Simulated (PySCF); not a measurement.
# C3H5FO2: the cost of one run

Computed with PySCF 2.14.0, with density-fitted response routines of our own, on a single molecule in the gas phase. Atoms are numbered from 0 throughout.

### Step 1. Starting geometry

11 atoms, charge 0, multiplicity 1; geometry from: GFN2-xTB. The atoms were then displaced at random by about 0.01 Å, so the start is not that level's minimum.

Bonds of the start (Å): C0–O1 1.45, O1–C2 1.37, C2–O3 1.37, O3–C4 1.37, C4–F5 1.35, C4–C2 1.44, C0–H6 1.10, C0–H7 1.09, C0–H8 1.07, C2–H9 1.11, C4–H10 1.09.

### Step 2. Geometry optimisation at PBE0-D3(BJ)/def2-SVP

Job settings and geometry (Å):

```
{"job": {"xc": "PBE0", "basis": "def2-SVP", "d3": "d3bj", "grid": 1, "shake": 0.01, "kind": "geom"}, "charge": 0, "multiplicity": 1}
C      1.742030     0.142360    -0.492580
O      0.588250     0.661720     0.209830
C     -0.415460    -0.259080     0.365350
O     -1.229880    -0.498560    -0.716260
C     -1.789350     0.175560     0.343420
F     -2.692330    -0.483660     1.102720
H      2.441490     0.987230    -0.540820
H      1.452700    -0.132980    -1.511450
H      2.163260    -0.676090     0.051310
H     -0.135420    -1.156710     0.945940
H     -2.087170     1.214380     0.226870
```

Command:

```sh
> OMP_NUM_THREADS=1 python probes_run.py task.json out
```

This one command runs all jobs of the session in turn.

**Question.** How long does this first job take on 1 thread of Arm Neoverse N1, shared host, and how much memory does it need?

About 51 s, with a peak of 0.44 GiB.
